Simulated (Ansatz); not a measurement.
Basis-set extrapolation for C4H8Cl2, SMILES `CCC(Cl)CCl` (PBE0-D4/def2-TZVP geometry, frozen core, the Gaussian-basis code of Ansatz). Multiplicity 1, RHF reference.

|  | def2-TZVPP | def2-QZVPP |
| --- | --- | --- |
| HF | -1075.218032 | -1075.250715 |
| MP2 correlation | -1.079060 | -1.162383 |
| CCSD(T) correlation | -1.196308 | not run |

Energies in hartree. Use E(X) = E(∞) + A·exp(−7.88·√X) for Hartree–Fock and E(X) = E(∞) + B·X^(−2.97) for correlation, with X = 3 and 4, and add CCSD(T) minus MP2 of the smaller set to the MP2 limit.

Problem. What is the CCSD(T) energy at the basis-set limit?

Solution. HF limit: -1075.250715 + (-0.032683) × 0.13774 = -1075.25522. MP2 limit: -1.162383 + (-0.083323) × 0.74074 = -1.22410. Higher-order term: -1.196308 − (-1.079060) = -0.11725. Total: -1076.59657 hartree, 114.4 kcal/mol below CCSD(T)/def2-TZVPP.
